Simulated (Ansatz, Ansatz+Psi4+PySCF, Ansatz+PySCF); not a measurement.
```xyz
11

C    -0.0307    1.4506    0.0000
C     1.1899    0.7301    0.0000
C     1.1810   -0.6818    0.0000
C    -0.0374   -1.3955    0.0000
C    -1.2716   -0.6987    0.0000
C    -1.2073    0.6970    0.0000
H    -0.0405    2.5465    0.0000
H     2.1602    1.2837    0.0000
H     2.1304   -1.2300    0.0000
H    -0.0316   -2.5126    0.0000
H    -2.2256   -1.2382    0.0000
```

Basis set: cc-pVTZ (spherical functions). Correlated methods keep 6 orbitals frozen. Correlation on ROHF uses semicanonical orbitals with singles. Charge 0, multiplicity 2.

Computed with Ansatz (development build ahead of 0.2.0); each method stands on the lowest determinant of its kind that the runs found.

Question: Give the atomization energy at this shape (free ground-state atoms in the same class of orbitals less the molecule, no zero-point energy) of doublet C₆H₅ by ROHF-MP2, UHF-MP2, ROHF, UHF.

Answer:

| method | atomization energy |
| --- | --- |
| ROHF-MP2 | 54.08 eV |
| UHF-MP2 | 52.85 eV |
| ROHF | 40.77 eV |
| UHF | 40.41 eV |

Caution for UHF-MP2, UHF: the unrestricted determinant is spin contaminated.
